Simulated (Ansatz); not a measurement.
## CH4Si (SMILES C[SiH]): the energy, rung by rung

CH4Si: 6 atoms, total charge 0, spin state singlet. As SMILES, `C[SiH]`. The shape is that of a PBE0-D4/def2-TZVP optimisation.

```xyz
6

C    -0.0935   -0.3660   -0.3703
Si    0.9173    0.2098    1.1223
H    -1.1569   -0.4101   -0.1022
H     0.2150   -1.3356   -0.7630
H    -0.0240    0.3820   -1.1708
H     0.1422    1.5200    1.2840
```

Each level gives the energy change with the C1–H5 bond stretched from 1.098 to 1.647 Å (eV). The values are calculated.

```csv
level,kind,program,value (eV),less FCI/STO-3G,CPU time (all runs)
HF/STO-3G (restricted),Hartree–Fock,Ansatz,3.37,+0.97,0.14 s
PBE/STO-3G (restricted),GGA,Ansatz,2.42,+0.02,1.7 s
r2SCAN/STO-3G (restricted),meta-GGA,Ansatz,2.61,+0.21,4.1 s
B3LYP/STO-3G (restricted),global hybrid,Ansatz,2.59,+0.19,1.8 s
CAM-B3LYP/STO-3G (restricted),range-separated hybrid,Ansatz,2.76,+0.36,2.1 s
RPA@PBE/STO-3G (restricted),RPA,Ansatz,2.39,-0.01,2.6 s
MP2/STO-3G (restricted),perturbation theory,Ansatz,2.75,+0.35,0.17 s
CCSD(T)/STO-3G (restricted),coupled cluster or CI,Ansatz,2.41,+0.01,0.23 s
CCSDTQ/STO-3G (restricted),coupled cluster or CI,Ansatz,2.40,0.00,5.1 s
FCI/STO-3G,exact in the basis,Ansatz,2.40,0.00,7.1 s
```

FCI/STO-3G is exact within its basis and frozen core, so for wave-function methods in that basis the difference is their error; functionals converge differently with the basis, so for them it is only a difference. A spin-restricted reference rises too steeply as a bond breaks; here HF/STO-3G lie well above the multireference or unrestricted value. The first shape isn't each level's own minimum. The values span 2.39 to 3.37 eV. All rows use very small basis sets, so none should be taken for the real molecule's value. In so small a basis fixed costs decide the times, and correlated methods can beat functionals. CPU times are rough (shared hosts, several kinds of processor and program).
